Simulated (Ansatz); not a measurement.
Input file:

```yaml
crystal:
  periodic: [false, false, false]
  atoms:
    - {symbol: B, position_ang: [0.000000, -0.080006, 0.000000]}
    - {symbol: H, position_ang: [0.000000, 0.429067, -1.077008]}
    - {symbol: H, position_ang: [0.000000, 0.429067, 1.077008]}
basis:
  gaussian: {orbitals: aug-cc-pVDZ}
magnetization: {spin_polarized: true, initial_magnetization: 1}
correlation: {method: ccsdt_q, electrons: outside_noble_gas}
```

```sh
$ ansatz run in.yaml --threads 1 --pin off --events-out ev --progress --plain --max-ram 2393MiB
```

Output:

```
659 factors; integrals over basis functions are off by at most 1.1e-7 eV
mean field evaluation 1: about -700.0912 eV, gradient 7.1e0 eV
mean field evaluation 2: about -700.0903 eV, gradient 7.1e0 eV
mean field evaluation 4: about -700.7843 eV, gradient 6.3e-1 eV
mean field evaluation 8: about -700.7939 eV, gradient 1.5e-3 eV
mean field evaluation 16: about -695.1956 eV, gradient 9.3e0 eV
mean field evaluation 32: about -700.7910 eV, gradient 3.3e-1 eV
mean field evaluation 64: about -699.4777 eV, gradient 1.5e-1 eV
mean field evaluation 96: about -689.7499 eV, gradient 9.2e-3 eV
mean field -700.79394460 eV, -25.7537024489 hartree, gradient 1.9e-6 eV, S^2 0.753717; 5 other end points of the search recorded, 0 dependent functions left out
determinant -700.79394460 eV, -25.7537024489 hartree, with singles and doubles -703.22143779 eV, -25.8429111781 hartree
determinant -699.47790237 eV, -25.7053387890 hartree, with singles and doubles -702.03379244 eV, -25.7992660165 hartree
1 core orbitals not correlated: weight in the atoms' cores, before any rotation towards them, 1.000 or more for the frozen orbitals, at most 0.000 for the correlated occupied ones
reference -700.79394460 eV, -25.7537024489 hartree; 3, 2 occupied and 37, 38 virtual orbitals, 659 factors
second order -1.87031727 eV of doubles, -0.00000000 eV of singles
cycle   1  -2.26565507 eV  change   -4.0e-1 eV  update   4.6e-2
cycle   2  -2.45294411 eV  change   -1.9e-1 eV  update   1.9e-2
cycle   3  -2.46416163 eV  change   -1.1e-2 eV  update   5.8e-3
cycle   4  -2.46650564 eV  change   -2.3e-3 eV  update   2.2e-3
cycle   5  -2.46586797 eV  change    6.4e-4 eV  update   8.1e-4
cycle   6  -2.46584184 eV  change    2.6e-5 eV  update   2.6e-4
cycle   7  -2.46599792 eV  change   -1.6e-4 eV  update   1.0e-4
cycle   8  -2.46601487 eV  change   -1.7e-5 eV  update   3.9e-5
cycle   9  -2.46599249 eV  change    2.2e-5 eV  update   1.5e-5
cycle  10  -2.46599087 eV  change    1.6e-6 eV  update   6.0e-6
cycle  11  -2.46599306 eV  change   -2.2e-6 eV  update   2.5e-6
cycle  12  -2.46599342 eV  change   -3.6e-7 eV  update   8.9e-7
cycle  13  -2.46599326 eV  change    1.6e-7 eV  update   4.1e-7
cycle  14  -2.46599287 eV  change    3.9e-7 eV  update   1.6e-7
perturbative correction -0.00055595 eV, -0.0000204308 hartree
Total energy: -703.26049342 eV, -25.8443464460 hartree
```

For the same geometry and basis full CI lies 0.1 meV higher.

Ran on 1 thread of Arm Neoverse V2, shared host: 8.5 s wall, 0.2 GiB peak host memory.
